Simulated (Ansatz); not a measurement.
Results of PBE0 in Ansatz (plane waves, PAW) for NaSbP2S6 (P2₁, No. 4; cell taken from a computed entry).

Run with plane-wave cutoff 460 eV, 4×4×4 k mesh, Fermi–Dirac smearing 0.01 eV, scalar-relativistic PAW data made under PBE.

Cell (relaxed with PBEsol):

NaP2S6Sb is modelled in the monoclinic space group P2₁ (No. 4), Pearson symbol mP20. Cell: a = 6.4554 Å, b = 7.3801 Å, c = 9.2654 Å, α = γ = 90.00°, β = 92.14°. Na on 2a is surrounded by 8 S at 2.926–3.380 Å. Sb on 2a is coordinated by 3 S at 2.596–2.691 Å and 1 S at 2.892 Å and 1 S at 3.162 Å (no clear gap to further neighbours). P1 on 2a is coordinated by 3 S at 2.005–2.076 Å and 1 P at 2.227 Å (tetrahedral). P2 on 2a is surrounded by 3 S at 1.970–2.068 Å and 1 P at 2.227 Å (tetrahedral). S1 on 2a has 1 P at 2.076 Å and 1 Sb at 2.598 Å (bent). S2 on 2a has 1 P at 2.068 Å and 1 Sb at 2.596 Å and 1 Na at 3.380 Å (trigonal pyramidal). S3 on 2a sees 1 P at 1.970 Å and 1 Na at 2.926 Å and 1 Na at 3.120 Å (trigonal pyramidal). S4 on 2a has 1 P at 2.030 Å and 1 Sb at 2.892 Å and 2 Na at 2.986–3.006 Å. 2 further independent sites are not listed. (Neighbours: up to the widest gap in distance over summed covalent radii, below 1.35, at either atom; cation-cation and far metal-metal contacts left out.)

Task: What does this level give for the band gap, smallest direct gap on the k points sampled and Γ–Γ gap?

Result: 
- band gap = 3.59 eV
- smallest direct gap on the k points sampled = 3.70 eV
- Γ–Γ gap = 3.80 eV

Note: cell and atoms aren't relaxed at this level (largest force component 0.39 eV/Å).

Spin–orbit coupling is not included.

Ansatz is a first-principles code.
